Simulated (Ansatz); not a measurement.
in.yaml

```yaml
crystal:
  periodic: [false, false, false]
  atoms:
    - {symbol: B, position_ang: [0.000000, 0.000000, 0.000000]}
    - {symbol: F, position_ang: [0.000000, 0.000000, 1.707000]}
basis:
  gaussian: {orbitals: 6-31G}
magnetization: {spin_polarized: false}
correlation: {method: ccsdtq, electrons: outside_noble_gas}
```

```sh
$ ansatz run in.yaml --threads 1 --pin off --events-out ev --progress --plain --max-ram 2393MiB
```

Task: Roughly how long does this take on 1 thread of Arm Neoverse V1, shared host, and how much host memory?

Result: 6.5 s wall and 0.14 GiB.

```
338 factors; integrals over basis functions are off by at most 5.2e-8 eV
mean field evaluation 1: about -3371.9502 eV, gradient 3.1e1 eV
mean field evaluation 2: about -3371.9519 eV, gradient 3.1e1 eV
mean field evaluation 4: about -3374.1974 eV, gradient 2.0e0 eV
mean field evaluation 8: about -3374.2268 eV, gradient 1.2e-3 eV
mean field evaluation 16: about -3374.1933 eV, gradient 2.0e0 eV
mean field -3374.22681622 eV, -124.0005483631 hartree, gradient 2.4e-6 eV, S^2 0.000000; 0 other end points of the search recorded, 0 dependent functions left out; unrestricted orbitals would lower it
2 core orbitals not correlated: weight in the atoms' cores, before any rotation towards them, 1.000 or more for the frozen orbitals, at most 0.000 for the correlated occupied ones
reference -3374.22681622 eV, -124.0005483631 hartree; 5, 5 occupied and 11, 11 virtual orbitals, 338 factors
second order -4.83627314 eV of doubles, -0.00000000 eV of singles
cycle   1  -4.75250982 eV  change    8.4e-2 eV  update   1.3e-1
cycle   2  -5.13161373 eV  change   -3.8e-1 eV  update   1.0e-1
cycle   3  -5.38401769 eV  change   -2.5e-1 eV  update   4.8e-2
cycle   4  -5.42619126 eV  change   -4.2e-2 eV  update   4.0e-2
cycle   5  -5.41419856 eV  change    1.2e-2 eV  update   1.2e-2
cycle   6  -5.41953255 eV  change   -5.3e-3 eV  update   1.9e-2
cycle   7  -5.42742630 eV  change   -7.9e-3 eV  update   5.8e-3
cycle   8  -5.42449932 eV  change    2.9e-3 eV  update   6.9e-3
cycle   9  -5.42474501 eV  change   -2.5e-4 eV  update   3.4e-3
cycle  10  -5.42499583 eV  change   -2.5e-4 eV  update   1.0e-3
cycle  11  -5.42492499 eV  change    7.1e-5 eV  update   3.6e-4
cycle  12  -5.42498508 eV  change   -6.0e-5 eV  update   4.0e-4
cycle  13  -5.42499249 eV  change   -7.4e-6 eV  update   8.0e-5
cycle  14  -5.42500875 eV  change   -1.6e-5 eV  update   2.7e-5
cycle  15  -5.42501032 eV  change   -1.6e-6 eV  update   2.9e-5
cycle  16  -5.42501188 eV  change   -1.6e-6 eV  update   1.9e-5
cycle  17  -5.42500999 eV  change    1.9e-6 eV  update   1.9e-6
cycle  18  -5.42501049 eV  change   -5.0e-7 eV  update   2.3e-6
cycle  19  -5.42501029 eV  change    2.0e-7 eV  update   3.7e-7
Total energy: -3379.65182651 eV, -124.1999138139 hartree
```

The T1 diagnostic is 0.028.

For the same geometry and basis full CI lies 1.8 meV higher.
